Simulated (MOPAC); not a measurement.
MOPAC input (AM1):

```
AM1 FORCE THERMO(298,298) PRECISE LET GEO-OK AUX(PRECISION=9) THREADS=1
CS

C     0.00000000 1    0.00000000 1   -1.06248817 1
S     0.00000000 1    0.00000000 1    0.36613772 1
```

Question: Which zero-point energy does it print?

Answer: 1.35 kcal/mol, from the harmonic wavenumbers of AM1.
